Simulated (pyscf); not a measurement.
**Routes from F–Ti(F)(F)–F + SiH₄**

Candidate steps break at most two bonds and form at most two. Each was searched with GFN2-xTB (tblite) first. Optimised with ωB97X-D3(BJ)/def2-SVP in PySCF. Energies: ωB97M-D3(BJ)/def2-TZVP, kcal/mol, from the separated reactants, singlet surface; ΔG‡ with ideal gas, 1 atm, RRHO with modes under 100 cm⁻¹ raised to 100, one conformer, R ln 2 for chiral ones without a mode under 150 cm⁻¹.

| products | type | ΔE‡ | ΔE | ΔG‡ 298 K | ΔG‡ 900 K | ν‡ (cm⁻¹) |
|---|---|---|---|---|---|---|
| F–SiH₃ + F–TiH(F)–F | four-centre exchange | 25.3 | +16.0 | 35.5 | 54.0 | 309i |
| HF + F–Ti(F)(F)–SiH₃ | four-centre exchange | 52.1 | +45.9 | 60.0 | 76.8 | 903i |

Row 1: On the product side the descent ends in an adduct with a F–Ti contact, 6.9 kcal/mol under the separated species and 11.5 kcal/mol under the saddle at ωB97X-D3(BJ)/def2-TZVP. Row 2: On the product side the descent ends in an adduct with a F–Ti contact, 5.5 kcal/mol under the separated species and 10.6 kcal/mol under the saddle at ωB97X-D3(BJ)/def2-TZVP. 

Plain bond fissions and candidates not yet searched are not listed, and one of them may be faster. Each barrier is that of the saddle found; lower ones may exist.
